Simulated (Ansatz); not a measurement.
Cohesive energy (eV/atom) of solids drawn from the class of elemental solids other than molecular ones, at two levels: PBEsol (Ansatz, a quantum-chemistry and plane-wave program, plane waves, PAW), and r²SCAN (Ansatz, plane waves, PAW).

| solid | PBEsol | r²SCAN | shift (eV/atom) |
|---|---|---|---|
| fcc Ag | 3.09 | 2.87 | -0.22 |
| bcc K | 0.93 | 0.85 | -0.08 |
| hcp Mg | 1.71 | 1.71 | 0.00 |
| hcp Ru | 7.77 | 6.29 | -1.48 |
| hcp Os | 9.49 | 8.12 | -1.37 |
| bcc Li | 1.68 | 1.58 | -0.10 |
| bcc Fe | 5.67 | 4.66 | -1.01 |
| hcp Co | 5.84 | 4.70 | -1.14 |
| bcc Ba | 2.12 | 2.04 | -0.08 |
| hcp Ti | 5.83 | 4.67 | -1.16 |

The shifts run from -1.48 eV/atom to 0.00 eV/atom, with a median of -0.61 eV/atom.

Over all 10 rows r²SCAN is the larger in 0.

Ansatz's runs of these crystals have no spin polarisation, but for bcc Fe, hcp Co. Meta-GGA and hybrid levels favour moments, which can bear on bcc Fe, hcp Co, hcp Ti.

Density-functional runs with spin start from parallel moments for bcc Fe, parallel moments for hcp Co.

Spin–orbit coupling is left out, also for the solids with elements from indium on (hcp Os, bcc Ba); its size isn't shown.

Free atoms are spin-polarised, in the lowest state found; at levels without +SOC their spin–orbit coupling is left out. Each level is taken at its own relaxed cell. Ansatz's density-functional and Hartree–Fock values are scalar-relativistic unless marked +SOC, with PAW data made under PBE.
